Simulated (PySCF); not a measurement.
Gas-phase reaction: 2 NaCl → Na₂ + 2 Cl

Method: PySCF energies plus ideal-gas RRHO corrections (1 bar). The comparison is the NASA 1993 polynomial table, which mixes measured and estimated data. After a fit of one offset per element over all species, the range-separated, M06-2X, PBE0/def2-QZVP and CCSD(T)/def2-TZVPP enthalpies, where run, lie to one side of the table for Na₂ (-22 kJ/mol): a fault of the table's entry, another state or a shared error of the levels is possible; this was not checked at source. † marks an energy on the PBE0/def2-TZVP geometry and frequencies; other levels use their own. MP2 freezes the core. 6-31G* has spherical d functions here. Open shells (unrestricted): Cl (multiplicity 2, electronic degeneracy 6); the rest are closed-shell singlets. Spin-orbit splitting is ignored; it lowers the true energy and changes the entropy of Cl. For Na the outer core is correlated in a valence basis, which is rough. MP2 isn't extrapolated to the basis-set limit; its ΔH°(298 K) is 689.3 kJ in def2-SVP and 748.2 kJ in def2-TZVPP. The harmonic model lacks anharmonicity and excited electronic states, which grow with temperature; levels with a mode under 35 cm⁻¹ are left out. The table's entry may be an old estimate for Na₂ (not checked at source).

| level | ΔH°(298 K), kJ | minus table | ΔG°(1400 K), kJ |
|---|---|---|---|
| table | 747.5 | - | 596.2 |
| HF/6-31G* | 582.0 | -165.5 | 426.4 |
| HF/def2-TZVP† | 584.5 | -163.0 | 428.5 |
| MP2/def2-SVP† | 689.3 | -58.2 | 533.4 |
| MP2/def2-TZVPP† | 748.2 | 0.7 | 592.2 |
| PBE/def2-SVP | 703.8 | -43.7 | 546.4 |
| PBE/def2-TZVP† | 709.0 | -38.5 | 553.0 |
| PBE0/def2-QZVP† | 715.6 | -31.9 | 559.6 |
| PBE0/def2-SVP† | 705.3 | -42.2 | 549.4 |
| r2SCAN/def2-TZVP† | 750.6 | 3.1 | 594.7 |
| ωB97M-V/def2-TZVP† | 740.8 | -6.7 | 584.8 |
